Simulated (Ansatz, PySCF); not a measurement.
Species: methylidyne radical, CH (charge 0, doublet). 
Structure (B3LYP-D3(BJ)/def2-TZVP (Ansatz, a quantum-chemistry and plane-wave program) minimum search):
```
C
H 1 1.1235
```
Charge 0, spin multiplicity 2.

Total electronic energies in hartree. Valence correlation only, unless marked. UHF or UKS for open shells. No spin-orbit coupling. No relativistic terms. Basis-set limits of correlation are two-point, X^-3; Hartree-Fock from the larger set (for Q and 5 zeta extrapolated as (X+1)exp(-9√X)). The bracket is a focal-point correction in the basis named.

The UHF reference is spin-contaminated (<S^2> 0.35 over the pure value in the largest basis). The T1 diagnostic of CCSD in the largest basis is 0.109, which is high, so the coupled-cluster rows are less sure than usual.

| level | program | energy (Eh) |
|---|---|---|
| HF/aug-cc-pVDZ | Ansatz | -38.27838 |
| HF/def2-TZVPPD | Ansatz | -38.28607 |
| RI-HF/def2-TZVPP | Ansatz | -38.28583 |
| PBE/def2-TZVPD | Ansatz | -38.43056 |
| TPSS-D3(BJ)/def2-TZVPD | PySCF + dftd3 | -38.50365 |
| B97M-V/def2-TZVPD | Ansatz | -38.49178 |
| B3LYP-D4/def2-TZVPD | Ansatz + dftd4 | -38.49773 |
| TPSSh-D3(BJ)/def2-TZVPD | PySCF + dftd3 | -38.49977 |
| HSE06-D4/def2-TZVPD | Ansatz + dftd4 | -38.43632 |
| RPA@PBE/cc-pVTZ | Ansatz | [?] |
| MP2/def2-TZVPP | Ansatz | -38.37809 |
| SCS-MP2/def2-SVP | Ansatz | -38.31387 |
| SCS-MP2/cc-pVTZ | Ansatz | -38.38347 |
| SCS-MP2/cc-pV5Z | Ansatz | -38.39718 |
| CCSD/def2-SVP | Ansatz | -38.33654 |
| CCSD/aug-cc-pVTZ | Ansatz | -38.40883 |
| CCSD/aug-cc-pVQZ | Ansatz | -38.41533 |
| CCSD/CBS(cc-pVTZ,cc-pVQZ) | Ansatz | -38.4187 |
| CCSD(T)/cc-pVDZ | Ansatz | -38.37953 |
| CCSD(T)/cc-pVTZ | Ansatz | -38.41004 |
| RI-MP2/CBS(cc-pVTZ,cc-pVQZ)+[CCSD(T)-MP2]/cc-pVDZ | Ansatz | -38.4231 |
| RI-MP2/CBS(def2-TZVPPD,def2-QZVPPD)+[CCSD(T)-MP2]/def2-QZVPPD | Ansatz | -38.4238 |
| CCSD(T)/CBS(cc-pVQZ,cc-pV5Z) | Ansatz | -38.4231 |

**Question.** What belongs in the gaps?

**Answer.** 
- RPA@PBE/cc-pVTZ, energy (Eh): -38.49632
